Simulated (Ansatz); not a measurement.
A nudged elastic band was laid between two geometries of C4H6S (11 atoms, charge 0, multiplicity 1).

Computed with RKS PBE-D4/6-31G* in Ansatz.

```json
{
  "movable images": "7",
  "climbing image": "yes",
  "spring": "5.0 eV/Å²",
  "optimiser": "quadratic models (default)",
  "start path": "IDPP",
  "force threshold": "0.03 eV/Å",
  "iteration limit": "33",
  "end points": "relaxed"
}
```

Image 0:

```xyz
11
Properties=species:S:1:pos:R:3
C -1.345 1.664 -0.070
C -0.569 0.604 -0.122
C 0.208 -0.458 -0.174
C 1.291 -0.768 0.833
S 0.081 -1.700 -1.475
H -2.302 1.658 0.470
H -1.071 2.609 -0.559
H 2.279 -0.828 0.341
H 1.330 0.015 1.604
H 1.103 -1.739 1.325
H -0.940 -1.113 -2.153
```

Image 8:

```xyz
11
Properties=species:S:1:pos:R:3
C -1.193 1.979 -0.084
C -0.567 0.829 -0.194
C 0.082 -0.315 -0.302
C 1.048 -0.836 0.734
S -0.095 -1.261 -1.826
H -2.168 2.060 0.414
H -0.772 2.907 -0.490
H 2.061 -0.941 0.305
H 1.093 -0.158 1.601
H 0.736 -1.835 1.090
H -0.159 -2.486 -1.229
```

(1) Which bonds break or form, and what moves?

(2) What energy profile does the band end with?

(3) What is the geometry of the highest image?

(4) What are the harmonic wavenumbers there?

The band took 15 iterations and of the order of 8 core-minutes.

Results:

(1) No bond is made or broken. The dihedral C2–C3–S5–H11 goes from 0 to -140°.

(2) It converged. The highest image is number 4 of 0 to 8, 0.081 eV above the first end and 0.065 eV above the last; the last end lies 0.017 eV above the first. A vibrational analysis at the climbing image gives one clearly imaginary mode, 188i cm⁻¹: a first-order saddle point.

```csv
image,path coordinate (Å),energy (eV),dihedral C2–C3–S5–H11 (°)
0,0.00,0.000,0
1,0.31,0.013,-17
2,0.62,0.043,-35
3,0.93,0.071,-54
4,1.24,0.081,-72
5,1.58,0.072,-90
6,1.92,0.049,-108
7,2.27,0.026,-124
8,2.61,0.017,-140
```

(3) 
```xyz
11
Properties=species:S:1:pos:R:3
C -1.090 1.906 -0.166
C -0.420 0.776 -0.215
C 0.237 -0.365 -0.248
C 1.091 -0.897 0.875
S 0.181 -1.373 -1.764
H -2.132 1.947 0.176
H -0.636 2.857 -0.474
H 2.126 -1.067 0.529
H 1.114 -0.190 1.720
H 0.704 -1.869 1.230
H -1.111 -1.782 -1.642
```

(4) 188i, 163, 183, 243, 295, 440, 503, 582, 618, 823, 863, 935, 993, 1035, 1079, 1261, 1380, 1442, 1454, 1471, 2018, 2601, 2980, 3044, 3071, 3077, 3139 cm⁻¹.

Run time: 7.5 min on 1 thread of AMD EPYC 7R43 64-Core Processor (Zen 3), with other jobs on the host, peak memory 0.14 GiB.
